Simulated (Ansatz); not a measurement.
A geometry optimisation of AlH3NSi with PBE0-D3(BJ)/def2-SVP

The starting geometry of this gas-phase doublet was optimised with GFN2-xTB; its bonds are those of `[NH]1[AlH][SiH]1`.

```xyz
6

Al    0.7635   -0.4301   -0.4851
N     0.2130    1.2154    0.1892
Si   -1.3750    0.7568   -0.2986
H     2.3074   -0.8280   -0.6458
H     0.4537    2.0965    0.6286
H    -2.2073    1.9608    0.0429
```

Task: Predict what it relaxes into with PBE0-D3(BJ)/def2-SVP.

Result: A bond breaks, giving a structure given below by its coordinates. Contacts that open: Al1–Si3 (2.45 → 3.09 Å).

The energy falls by 0.37 eV over 13 steps:

```
step  E − E(last) (eV)
   1             0.368
   2             0.213
   4             0.128
   5             0.055
   6             0.027
   8             0.001
   9             0.001
  10             0.000
  12             0.000
  13             0.000
```

Final geometry (Å):

```xyz
6

Al    0.9499   -0.5986   -0.4679
N    -0.0257    0.8902   -0.0687
Si   -1.7623    0.8527   -0.1438
H     2.5478   -0.4430   -0.3642
H     0.4510    1.7522    0.2007
H    -2.0053    2.3178    0.2751
```

Frequencies at the end are all real (lowest 138 cm⁻¹). Open shells are spin-unrestricted. Run with Ansatz 0.2.0, 77 s on 1 thread of Arm Neoverse N1, with other jobs on the host.
